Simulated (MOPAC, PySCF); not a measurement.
Potential energy curve for SMILES CCO. The C1–C5 bond (C1 also carries H, H, H; C5 carries H, H, O) is pulled apart rigidly from the PBE0/def2-TZVP optimised geometry.

- RMP2 = MP2 on RHF/cc-pVDZ, 3 core orbitals frozen in PySCF
- CASSCF(2,2)/cc-pVDZ (PySCF)
- UKS-wB97X-V = unrestricted wB97X-V/cc-pVDZ in PySCF 2.14.0
- PM7, restricted, heats of formation (MOPAC)
- RHF/cc-pVDZ (PySCF)

Energies are in kcal/mol, each relative to the lowest point of its own curve near equilibrium.

| R / Å | RMP2 | CASSCF(2,2) | UKS-wB97X-V | PM7 | RHF |
|---|---|---|---|---|---|
| 1.21 | 61.5 | 65.8 | 59.9 | 91.0 | 61.3 |
| 1.30 | 26.1 | 29.0 | 25.4 | 36.4 | 25.6 |
| 1.37 | 10.7 | 12.7 | 10.4 | 14.3 | 10.3 |
| 1.43 | 3.5 | 4.8 | 3.4 | 4.9 | 3.2 |
| 1.46 | 1.5 | 2.4 | 1.5 | 2.2 | 1.3 |
| 1.51 | 0.0 | ___ | 0.0 | 0.1 | 0.0 |
| 1.55 | 0.1 | 0.0 | 0.2 | 0.0 | 0.3 |
| 1.59 | 1.2 | ___ | 1.3 | 1.1 | 1.7 |
| 1.65 | 4.3 | 3.0 | 4.3 | 4.4 | ___ |
| 1.77 | 13.6 | 11.0 | 13.7 | 14.8 | 15.4 |
| 1.87 | 23.1 | 19.3 | 23.3 | 25.7 | 25.9 |
| 2.06 | 42.3 | 36.1 | 42.9 | 49.1 | 47.3 |
| 2.29 | 64.1 | 54.3 | 65.8 | 78.5 | 72.4 |
| 2.49 | 80.4 | ___ | 83.3 | 101.3 | 92.2 |
| 2.71 | 95.1 | 77.2 | 95.0 | 121.5 | 111.4 |
| 3.05 | 111.6 | 86.5 | 103.3 | 143.3 | 136.4 |
| 3.30 | 119.3 | 90.0 | ___ | 154.0 | 151.6 |
| 3.74 | 125.1 | 92.6 | 108.4 | 166.3 | 173.3 |
| 4.10 | 123.3 | 93.3 | 109.2 | 172.7 | 187.3 |
| 4.58 | 114.3 | 93.6 | 109.6 | 179.6 | 201.2 |
| 5.28 | 93.7 | 93.7 | 109.8 | ___ | 213.3 |

Task: Fill in the missing entries.

Result: 
- 1.51, CASSCF(2,2): 0.3
- 1.59, CASSCF(2,2): 0.6
- 1.65, RHF: 5.1
- 2.49, CASSCF(2,2): 67.0
- 3.30, UKS-wB97X-V: 106.1
- 5.28, PM7: 185.0

The restricted form behind RMP2, PM7, RHF keeps the bonding electrons paired and can't separate into open-shell fragments. The unrestricted determinant behind UKS-wB97X-V is spin-contaminated at 2.49 to 5.28 Å (<S²> up to 1.0, against 0.00 for a pure singlet).
